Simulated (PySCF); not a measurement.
C3H2ClPS.
Bonds: Cl1–C2, C2–C3 (aromatic), C3–P4 (aromatic), P4–C5 (aromatic), C5–S6 (aromatic), C2–S6 (aromatic). Hydrogens: H7 on C3; H8 on C5.

The same species was optimised twice, with GFN2-xTB and with PBE0-D3(BJ)/def2-SVP (PySCF), and the same property calculations (PySCF, gas phase) were run on both structures.

```json
{"coordinate": "C2–C3 (Å)", "GFN2-xTB": "1.354", "PBE0-D3(BJ)/def2-SVP": "1.365", "change": "+0.011"}
{"coordinate": "C5–S6 (Å)", "GFN2-xTB": "1.715", "PBE0-D3(BJ)/def2-SVP": "1.705", "change": "-0.010"}
{"coordinate": "P4–C5 (Å)", "GFN2-xTB": "1.704", "PBE0-D3(BJ)/def2-SVP": "1.711", "change": "+0.007"}
{"coordinate": "C3–P4 (Å)", "GFN2-xTB": "1.767", "PBE0-D3(BJ)/def2-SVP": "1.772", "change": "+0.005"}
{"coordinate": "C2–S6 (Å)", "GFN2-xTB": "1.729", "PBE0-D3(BJ)/def2-SVP": "1.724", "change": "-0.005"}
{"coordinate": "Cl1–C2 (Å)", "GFN2-xTB": "1.719", "PBE0-D3(BJ)/def2-SVP": "1.719", "change": "0.000"}
{"coordinate": "C2–S6–C5 (°)", "GFN2-xTB": "94.0", "PBE0-D3(BJ)/def2-SVP": "95.2", "change": "+1.2"}
{"coordinate": "Cl1–C2–C3 (°)", "GFN2-xTB": "124.7", "PBE0-D3(BJ)/def2-SVP": "125.8", "change": "+1.1"}
{"coordinate": "P4–C5–S6 (°)", "GFN2-xTB": "119.0", "PBE0-D3(BJ)/def2-SVP": "118.3", "change": "-0.7"}
{"coordinate": "C3–C2–S6 (°)", "GFN2-xTB": "117.1", "PBE0-D3(BJ)/def2-SVP": "116.6", "change": "-0.5"}
{"coordinate": "Cl1–C2–S6 (°)", "GFN2-xTB": "118.1", "PBE0-D3(BJ)/def2-SVP": "117.7", "change": "-0.4"}
{"coordinate": "C3–P4–C5 (°)", "GFN2-xTB": "92.9", "PBE0-D3(BJ)/def2-SVP": "93.3", "change": "+0.4"}
{"coordinate": "C2–C3–P4 (°)", "GFN2-xTB": "117.0", "PBE0-D3(BJ)/def2-SVP": "116.7", "change": "-0.3"}
```

Rotational constants: A = 4098, B = 1421, C = 1055 MHz (GFN2-xTB) against A = 4139, B = 1412, C = 1053 MHz (PBE0-D3(BJ)/def2-SVP). Point groups within 0.08 Å: Cs and Cs.

On the GFN2-xTB structure: lowest singlet, TDDFT (eV) 4.68 [B3LYP/def2-SVPD]; lowest triplet, Tamm–Dancoff (eV) 2.99 [B3LYP/def2-SVPD]; isotropic polarisability (au) 90.3 [B3LYP/def2-SVPD]; HOMO (eV) -6.81 [B3LYP/def2-SVPD]; LUMO (eV) -1.85 [B3LYP/def2-SVPD]; dipole (D) 0.59 [B3LYP/def2-SVPD]; HOMO (eV) -7.09 [PBE0/pcSseg-1]; LUMO (eV) -1.69 [PBE0/pcSseg-1]; dipole (D) 0.62 [PBE0/pcSseg-1]; GIAO shielding of Cl1 (ppm) 715.5 [PBE0/pcSseg-1]; GIAO shielding of C2 (ppm) 30.9 [PBE0/pcSseg-1]; GIAO shielding of C3 (ppm) 37.4 [PBE0/pcSseg-1]; GIAO shielding of P4 (ppm) 86.3 [PBE0/pcSseg-1]; GIAO shielding of C5 (ppm) 16.8 [PBE0/pcSseg-1]; GIAO shielding of S6 (ppm) 157.2 [PBE0/pcSseg-1].

Question: What do these properties become on the PBE0-D3(BJ)/def2-SVP structure?

Answer: 
| property | level | on GFN2-xTB | on PBE0-D3(BJ)/def2-SVP | change |
| --- | --- | --- | --- | --- |
| lowest singlet, TDDFT (eV) | B3LYP/def2-SVPD | 4.68 | 4.69 | +0.01 |
| lowest triplet, Tamm–Dancoff (eV) | B3LYP/def2-SVPD | 2.99 | 2.99 | 0.00 |
| isotropic polarisability (au) | B3LYP/def2-SVPD | 90.3 | 90.7 | +0.4 |
| HOMO (eV) | B3LYP/def2-SVPD | -6.81 | -6.80 | +0.01 |
| LUMO (eV) | B3LYP/def2-SVPD | -1.85 | -1.84 | +0.01 |
| dipole (D) | B3LYP/def2-SVPD | 0.59 | 0.59 | 0.00 |
| energy, GFN2-xTB geometry as zero (kcal/mol) | B3LYP/def2-SVPD | 0.0 | -0.4 | -0.4 |
| HOMO (eV) | PBE0/pcSseg-1 | -7.09 | -7.08 | +0.01 |
| LUMO (eV) | PBE0/pcSseg-1 | -1.69 | -1.68 | +0.01 |
| dipole (D) | PBE0/pcSseg-1 | 0.62 | 0.63 | +0.01 |
| energy, GFN2-xTB geometry as zero (kcal/mol) | PBE0/pcSseg-1 | 0.0 | -0.1 | -0.1 |
| GIAO shielding of Cl1 (ppm) | PBE0/pcSseg-1 | 715.5 | 715.9 | +0.4 |
| GIAO shielding of C2 (ppm) | PBE0/pcSseg-1 | 30.9 | 29.8 | -1.1 |
| GIAO shielding of C3 (ppm) | PBE0/pcSseg-1 | 37.4 | 34.5 | -2.9 |
| GIAO shielding of P4 (ppm) | PBE0/pcSseg-1 | 86.3 | 81.0 | -5.3 |
| GIAO shielding of C5 (ppm) | PBE0/pcSseg-1 | 16.8 | 17.3 | +0.5 |
| GIAO shielding of S6 (ppm) | PBE0/pcSseg-1 | 157.2 | 156.5 | -0.7 |

The heavy atoms differ by 0.014 Å rms after alignment. Among bonds between heavy atoms C2–C3 and C5–S6 change most and about equally (-0.010 to +0.011 Å). Changes are differences of the printed values. Neither structure is proved a minimum here.
